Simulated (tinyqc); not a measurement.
Worked calculation: ROHF in the sto-6g basis, for CH3, spin multiplicity 2. One step of it, computed by the program tinyqc.

Task: Iteration 1: diagonalisation and new density. Diagonalise F' = X^T F X, C = X C', fill 5 alpha and 4 beta electrons from the bottom; D(s) = C_occ C_occ^T. Each column has its largest component positive (the first on a tie).

effective F (hartree), order 1C 1s, 1C 2s, 1C 2px, 1C 2py, 1C 2pz, 2H 1s, 3H 1s, 4H 1s:
$$\begin{pmatrix}
-9.484872 & -2.520703 & 0.000008 & 0.000000 & 0.000465 & -0.477799 & -0.478114 & -0.478114 \\
-2.520703 & -0.757224 & 0.000092 & 0.000000 & 0.014881 & -0.316930 & -0.317088 & -0.317088 \\
0.000008 & 0.000092 & 0.337888 & 0.000000 & -0.000002 & -0.131754 & 0.065934 & 0.065934 \\
0.000000 & 0.000000 & 0.000000 & 0.337884 & 0.000000 & 0.000000 & -0.114129 & 0.114129 \\
0.000465 & 0.014881 & -0.000002 & 0.000000 & 0.733091 & 0.005481 & 0.005483 & 0.005483 \\
-0.477799 & -0.316930 & -0.131754 & 0.000000 & 0.005481 & 0.019859 & -0.087270 & -0.087270 \\
-0.478114 & -0.317088 & 0.065934 & -0.114129 & 0.005483 & -0.087270 & 0.019780 & -0.087340 \\
-0.478114 & -0.317088 & 0.065934 & 0.114129 & 0.005483 & -0.087270 & -0.087340 & 0.019780
\end{pmatrix}$$

X, order 1C 1s, 1C 2s, 1C 2px, 1C 2py, 1C 2pz, 2H 1s, 3H 1s, 4H 1s:
$$\begin{pmatrix}
1.026133 & -0.151267 & 0.000007 & 0.000000 & 0.000532 & 0.020804 & 0.020809 & 0.020809 \\
-0.151267 & 1.273810 & -0.000094 & 0.000000 & -0.005370 & -0.255739 & -0.255894 & -0.255894 \\
0.000007 & -0.000094 & 1.130180 & 0.000000 & 0.000002 & -0.270598 & 0.135390 & 0.135390 \\
0.000000 & 0.000000 & 0.000000 & 1.130204 & 0.000000 & 0.000000 & -0.234432 & 0.234432 \\
0.000532 & -0.005370 & 0.000002 & 0.000000 & 1.000115 & 0.005500 & 0.005504 & 0.005504 \\
0.020804 & -0.255739 & -0.270598 & 0.000000 & 0.005500 & 1.170091 & -0.021529 & -0.021529 \\
0.020809 & -0.255894 & 0.135390 & -0.234432 & 0.005504 & -0.021529 & 1.170238 & -0.021530 \\
0.020809 & -0.255894 & 0.135390 & 0.234432 & 0.005504 & -0.021529 & -0.021530 & 1.170238
\end{pmatrix}$$

Give: F' = X^T F X; orbital energies; coefficients C; D(alpha) after iteration 1; D(beta) after iteration 1.

Result:

F' = X^T F X (hartree):
$$\begin{pmatrix}
-9.2773 & -1.4129 & 0.0000 & 0.0000 & 0.0000 & -0.0601 & -0.0602 & -0.0602 \\
-1.4129 & 0.0041 & 0.0000 & 0.0000 & 0.0070 & -0.2713 & -0.2714 & -0.2714 \\
0.0000 & 0.0000 & 0.5643 & 0.0000 & 0.0000 & -0.3298 & 0.1650 & 0.1650 \\
0.0000 & 0.0000 & 0.0000 & 0.5643 & 0.0000 & 0.0000 & -0.2857 & 0.2857 \\
0.0000 & 0.0070 & 0.0000 & 0.0000 & 0.7333 & 0.0077 & 0.0077 & 0.0077 \\
-0.0601 & -0.2713 & -0.3298 & 0.0000 & 0.0077 & 0.2792 & -0.0375 & -0.0375 \\
-0.0602 & -0.2714 & 0.1650 & -0.2857 & 0.0077 & -0.0375 & 0.2793 & -0.0375 \\
-0.0602 & -0.2714 & 0.1650 & 0.2857 & 0.0077 & -0.0375 & -0.0375 & 0.2793
\end{pmatrix}$$

orbital energies (hartree): MO1 -9.4907, MO2 -0.2388, MO3 0.0180, MO4 0.0180, MO5 0.6601, MO6 0.7338, MO7 0.8631, MO8 0.8632

coefficients C, order 1C 1s, 1C 2s, 1C 2px, 1C 2py, 1C 2pz, 2H 1s, 3H 1s, 4H 1s:
$$\begin{pmatrix}
0.9929 & -0.1993 & 0.0000 & 0.0000 & -0.2267 & 0.0117 & 0.0002 & 0.0000 \\
0.0311 & 0.5880 & 0.0001 & 0.0000 & 1.2207 & -0.0718 & -0.0012 & 0.0000 \\
0.0000 & -0.0001 & 0.4054 & 0.0000 & 0.0008 & -0.0001 & 1.1058 & 0.0000 \\
0.0000 & 0.0000 & 0.0000 & 0.4055 & 0.0000 & 0.0000 & 0.0000 & 1.1058 \\
-0.0002 & -0.0118 & 0.0000 & 0.0000 & 0.0509 & 0.9988 & 0.0001 & 0.0000 \\
-0.0057 & 0.2815 & 0.6215 & 0.0000 & -0.6390 & 0.0491 & -0.7955 & 0.0000 \\
-0.0057 & 0.2817 & -0.3106 & 0.5381 & -0.6382 & 0.0489 & 0.3987 & -0.6896 \\
-0.0057 & 0.2817 & -0.3106 & -0.5381 & -0.6382 & 0.0489 & 0.3987 & 0.6896
\end{pmatrix}$$

D(alpha) after iteration 1, order 1C 1s, 1C 2s, 1C 2px, 1C 2py, 1C 2pz, 2H 1s, 3H 1s, 4H 1s:
$$\begin{pmatrix}
1.0770 & -0.3630 & -0.0002 & 0.0000 & -0.0094 & 0.0831 & 0.0829 & 0.0829 \\
-0.3630 & 1.8367 & 0.0010 & 0.0000 & 0.0552 & -0.6145 & -0.6136 & -0.6136 \\
-0.0002 & 0.0010 & 0.1644 & 0.0000 & 0.0000 & 0.2514 & -0.1265 & -0.1265 \\
0.0000 & 0.0000 & 0.0000 & 0.1644 & 0.0000 & 0.0000 & 0.2182 & -0.2182 \\
-0.0094 & 0.0552 & 0.0000 & 0.0000 & 0.0027 & -0.0359 & -0.0358 & -0.0358 \\
0.0831 & -0.6145 & 0.2514 & 0.0000 & -0.0359 & 0.8739 & 0.2941 & 0.2941 \\
0.0829 & -0.6136 & -0.1265 & 0.2182 & -0.0358 & 0.2941 & 0.8727 & 0.2936 \\
0.0829 & -0.6136 & -0.1265 & -0.2182 & -0.0358 & 0.2941 & 0.2936 & 0.8727
\end{pmatrix}$$

D(beta) after iteration 1, order 1C 1s, 1C 2s, 1C 2px, 1C 2py, 1C 2pz, 2H 1s, 3H 1s, 4H 1s:
$$\begin{pmatrix}
1.0256 & -0.0863 & 0.0000 & 0.0000 & 0.0021 & -0.0618 & -0.0618 & -0.0618 \\
-0.0863 & 0.3467 & 0.0000 & 0.0000 & -0.0070 & 0.1654 & 0.1654 & 0.1654 \\
0.0000 & 0.0000 & 0.1644 & 0.0000 & 0.0000 & 0.2520 & -0.1260 & -0.1260 \\
0.0000 & 0.0000 & 0.0000 & 0.1644 & 0.0000 & 0.0000 & 0.2182 & -0.2182 \\
0.0021 & -0.0070 & 0.0000 & 0.0000 & 0.0001 & -0.0033 & -0.0033 & -0.0033 \\
-0.0618 & 0.1654 & 0.2520 & 0.0000 & -0.0033 & 0.4656 & -0.1137 & -0.1137 \\
-0.0618 & 0.1654 & -0.1260 & 0.2182 & -0.0033 & -0.1137 & 0.4654 & -0.1137 \\
-0.0618 & 0.1654 & -0.1260 & -0.2182 & -0.0033 & -0.1137 & -0.1137 & 0.4654
\end{pmatrix}$$
